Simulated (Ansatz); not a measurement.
# C6H8: a ladder of functionals and wavefunction methods

One table from this session's results is given with a row withheld; the runs are named, their logs left out.

Method: functionals in def2-TZVPP, the program's frozen cores in correlated methods; program: Ansatz 0.2.0, Gaussian basis.

Levels to be run: LDA (SPW92), PBE-D4, revPBE-D4, BLYP-D4, r2SCAN-D4, B97M-V, PBE0-D4, B3LYP-D4, r2SCANh-D4, r2SCAN0-D4, HSE06-D4, BHLYP-D4, CAM-B3LYP-D4, LC-ωPBE, ωB97X-V, ωB97M-V, B2PLYP, PBE-QIDH; CCSD(T)/def2-SVP; CCSD(T)/def2-TZVPP; MP2/def2-QZVPP; extrapolation to the limit; RPA on PBE.

### Structure used throughout

The geometry comes from an earlier relaxation with PBE0-D4 in a triple-zeta def2 set; it is a stationary point, not always the lowest conformer.

SMILES `C1=C[C@H]2C[C@H]2C1`, 14 atoms, charge 0, spin multiplicity 1.

Atoms are counted from 1 here; the program's logs count them from 0.

Bond lengths: C1–C2 1.331 Å, C1–C6 1.504 Å, C1–H7 1.084 Å, C2–C3 1.483 Å, C2–H8 1.084 Å, C3–C4 1.506 Å, C3–C5 1.513 Å, C3–H9 1.083 Å, C4–C5 1.495 Å, C4–H10 1.084 Å, C4–H11 1.084 Å, C5–C6 1.517 Å, C5–H12 1.082 Å, C6–H13 1.096 Å, C6–H14 1.096 Å. Angles: C2–C1–C6 112.0°, C2–C1–H7 125.1°, C6–C1–H7 122.9°, C1–C2–C3 111.7°, C1–C2–H8 125.2°, C3–C2–H8 123.1°, C2–C3–C4 114.5°, C2–C3–C5 104.9°, C2–C3–H9 120.8°, C4–C3–C5 59.4°, C4–C3–H9 119.2°, C5–C3–H9 122.5°, C3–C4–C5 60.5°, C3–C4–H10 117.2°, C3–C4–H11 117.6°, C5–C4–H10 118.8°, C5–C4–H11 116.9°, H10–C4–H11 115.1° and more.

The first run:

Contents of in.yaml:

```yaml
crystal:
  periodic: [false, false, false]
  atoms:
    - {symbol: C, position_ang: [0.120538, 1.147005, 0.986853]}
    - {symbol: C, position_ang: [-0.555565, 1.319707, -0.146710]}
    - {symbol: C, position_ang: [-0.776787, 0.035500, -0.854158]}
    - {symbol: C, position_ang: [0.483700, -0.658998, -1.297237]}
    - {symbol: C, position_ang: [-0.123628, -1.009718, 0.023317]}
    - {symbol: C, position_ang: [0.399650, -0.305601, 1.261520]}
    - {symbol: H, position_ang: [0.457064, 1.944199, 1.639026]}
    - {symbol: H, position_ang: [-0.876715, 2.275987, -0.542559]}
    - {symbol: H, position_ang: [-1.698527, -0.149448, -1.392532]}
    - {symbol: H, position_ang: [1.394386, -0.070361, -1.313028]}
    - {symbol: H, position_ang: [0.399729, -1.397209, -2.086096]}
    - {symbol: H, position_ang: [-0.567222, -1.991666, 0.126583]}
    - {symbol: H, position_ang: [1.465636, -0.496327, 1.430211]}
    - {symbol: H, position_ang: [-0.122251, -0.643060, 2.164792]}
basis:
  gaussian: {orbitals: def2-TZVPP}
hamiltonian: {xc: lda}
output: {orbitals: {seedname: orbitals}}
```

Started as:

```sh
$ ansatz run in.yaml --threads 4 --pin off --events-out ev --progress --plain --max-ram 10444MiB
```

Among the steps run: LDA; PBE-D4 (GGA); revPBE-D4 (GGA); BLYP-D4 (GGA); r2SCAN-D4 (meta-GGA); B97M-V (meta-GGA); B3LYP-D4 (hybrid); r2SCANh-D4 (hybrid); r2SCAN0-D4 (hybrid); HSE06-D4 (hybrid); BHLYP-D4 (hybrid); CAM-B3LYP-D4 (range-separated); LC-ωPBE (range-separated); ωB97X-V (range-separated); ωB97M-V (range-separated); B2PLYP (double hybrid); PBE-QIDH (double hybrid).

One of the session's tables, all rows but one given; the rest of the session is left out.

It belongs to the step «Frontier levels by functional». 

```
  functional  HOMO (eV)  LUMO (eV)  gap (eV)
 LDA (SPW92)      -5.66      -0.79      4.88
      PBE-D4          ?          ?         ?
   revPBE-D4      -5.44      -0.48      4.96
     BLYP-D4      -5.35      -0.43      4.92
   r2SCAN-D4      -5.66      -0.33      5.33
      B97M-V      -5.70      -0.28      5.42
     PBE0-D4      -6.59       0.46      7.05
    B3LYP-D4      -6.39       0.22      6.61
  r2SCANh-D4      -6.08       0.04      6.12
  r2SCAN0-D4      -6.70       0.59      7.29
    HSE06-D4      -6.19       0.07      6.27
    BHLYP-D4      -7.54       1.56      9.11
CAM-B3LYP-D4      -7.90       1.60      9.50
     LC-ωPBE      -9.26       2.77     12.04
     ωB97X-V      -8.89       2.68     11.57
     ωB97M-V      -8.80       2.53     11.33
```

**Question.** Estimate the row for PBE-D4.

As computed: HOMO (eV): -5.50; LUMO (eV): -0.57; gap (eV): 4.94. In the column «HOMO (eV)» it lies between r2SCAN-D4 (-5.66) and revPBE-D4 (-5.44).
